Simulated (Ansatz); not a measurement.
# AlPSi: the cost of one run

Method: def2-TZVPP, core rule «outside noble gas», up to 15 orbitals frozen; program: Ansatz 0.2.0, Gaussian basis.

To be run: UHF; ROHF; CCSD(T) on UHF.

2 further runs of the same task are left out: 2 set aside as unsound or not needed.

**1. What is computed**

The geometry is a PBE0/def2-TZVP stationary point (not a proven minimum) of the parent state, kept for this charge and spin.

3 atoms, charge 1, spin multiplicity 2.

Atoms are counted from 1 here; the program's logs count them from 0.

Bond lengths: P1–Al2 2.137 Å, Al2–Si3 2.375 Å. Angles: P1–Al2–Si3 180.0°.

**2. UHF**

in.yaml

```yaml
crystal:
  periodic: [false, false, false]
  atoms:
    - {symbol: P, position_ang: [0.000000, 0.000000, -2.216267]}
    - {symbol: Al, position_ang: [0.000000, 0.000000, -0.079267]}
    - {symbol: Si, position_ang: [0.000000, 0.000000, 2.295533]}
basis:
  gaussian: {orbitals: def2-TZVPP}
total_charge: 1
magnetization: {spin_polarized: true, initial_magnetization: 1}
hamiltonian: {xc: hf}
output: {orbitals: {seedname: orbitals}}
```

On the command line:

```sh
$ ansatz run in.yaml --threads 1 --pin off --events-out ev --progress --plain --max-ram 4096MiB --backend cpu
```

**Question.** How long does this run take on 1 thread of AMD EPYC 7R13, shared host, and how much memory does it need?

About 42 s, with a peak of 0.41 GiB.
